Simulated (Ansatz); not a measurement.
Basis-set extrapolation for `CC1=CN=CC1` (PBE0-D4/def2-TZVP geometry, frozen core, Ansatz 0.2.0). Multiplicity 1, RHF reference.

|  | def2-TZVPP | def2-QZVPP |
| --- | --- | --- |
| HF | -247.922298 | -247.933206 |
| MP2 correlation | -1.010216 | -1.075011 |
| CCSD(T) correlation | -1.095509 | not run |

Energies in hartree. Use E(X) = E(∞) + A·exp(−7.88·√X) for Hartree–Fock and E(X) = E(∞) + B·X^(−2.97) for correlation, with X = 3 and 4, and add CCSD(T) minus MP2 of the smaller set to the MP2 limit.

Question: What is the CCSD(T) energy at the basis-set limit?

Answer: HF limit: -247.933206 + (-0.010908) × 0.13774 = -247.93471. MP2 limit: -1.075011 + (-0.064795) × 0.74074 = -1.12301. Higher-order term: -1.095509 − (-1.010216) = -0.08529. Total: -249.14301 hartree, 328.7 kJ/mol below CCSD(T)/def2-TZVPP.
